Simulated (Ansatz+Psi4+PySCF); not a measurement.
Values are calculated unless marked as measured or tabulated.
Input for Psi4 1.11:

```
molecule {
0 2
C 0.000000 0.000000 0.160070
H 0.000000 0.000000 -1.520710
}

set basis cc-pVTZ
set reference rohf
set scf_type pk
set mp2_type conv
set cc_type conv
set num_frozen_docc 1
energy('mp2')
```

The input is written out from the run's settings. Correlation on restricted open-shell orbitals is semicanonical, with singles.

Results

```json
{
 "Converged": "yes",
 "Reference energy": "-38.19962 hartree",
 "Correlation energy": "-0.11298 hartree",
 "Total energy": "-38.31260 hartree",
 "Spin squared of the determinant": "0.750",
 "Occupied orbitals by symmetry in an Abelian subgroup (alpha; beta)": "3 A1 1 B2; 3 A1"
}
```
